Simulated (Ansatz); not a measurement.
## Property card for Hf₂Cu

Method: Ansatz, DFT r2SCAN, scalar-relativistic, plane waves, PAW.

Plane waves to 500 eV, a k mesh through Γ of 18×18×18 on the computed 3-atom cell and Gaussian smearing (0.10 eV); no spin polarisation.

The structure is relaxed at this level of theory with its symmetry kept. Whether it is the stable form of this composition wasn't checked.

```xyz
3
Lattice="-1.5792 1.5792 5.5714 1.5792 -1.5792 5.5714 1.5792 1.5792 -5.5714" Properties=species:S:1:pos:R:3 pbc="T T T"
Hf    0.0000    0.0000    3.8331
Hf    0.0000    0.0000    7.3096
Cu    0.0000    0.0000    0.0000
```

| Property | Result |
| --- | --- |
| Space group | I4/mmm (No. 139) |
| Volume per atom | 18.53 Å³ |
| Formation energy from the elements' standard states (uncorrected) | -0.154 eV/atom |
| Generalised Kohn–Sham band gap | none (metal) |
| Density of states at the Fermi level | 1.40 states/eV per cell |
| Löwdin character within 0.5 eV of the Fermi level | Hf 5d 67 %, Hf 6s 7 %, unprojected 19 % |

Spin-orbit coupling is left out, which matters for the bands of heavy elements.

Cost: 1 run of about 10 core-minutes, on Arm Neoverse V1 (shared hosts).